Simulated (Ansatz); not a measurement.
For hcp Os, PBE-D3(BJ) (Ansatz, a quantum-chemistry and plane-wave program, plane waves, PAW) gives:

| Item | Result |
|---|---|
| equilibrium lattice constant a | 2.737 Å |
| c axis length | 4.322 Å |

### Question
What does r²SCANh (PAW; Ansatz) give for the same quantities?

### Answer

- lattice constant a: 2.725 Å (falls by 0.4 %)
- lattice parameter c: 4.311 Å (shrinks by 0.3 %)

For comparison: lattice constant a 2.734 Å (measured, 293 K, not corrected to a static lattice, our sources range from 2.734 to 2.740; as tabulated in Wikipedia's data pages); lattice parameter c 4.320 Å (measured, 293 K, not corrected to a static lattice; as tabulated in Wikipedia's data pages).

Changes are worked out from the printed values.

Unless a cell is named, each level is at its own relaxed cell (PBE-D3(BJ) 14.02, r²SCANh 13.87 Å³/atom).

Levels without +SOC leave out spin–orbit coupling, which shifts energies and cells of such heavy elements.

Ansatz's density-functional and Hartree–Fock values are scalar-relativistic unless marked +SOC, with PAW data made under PBE.
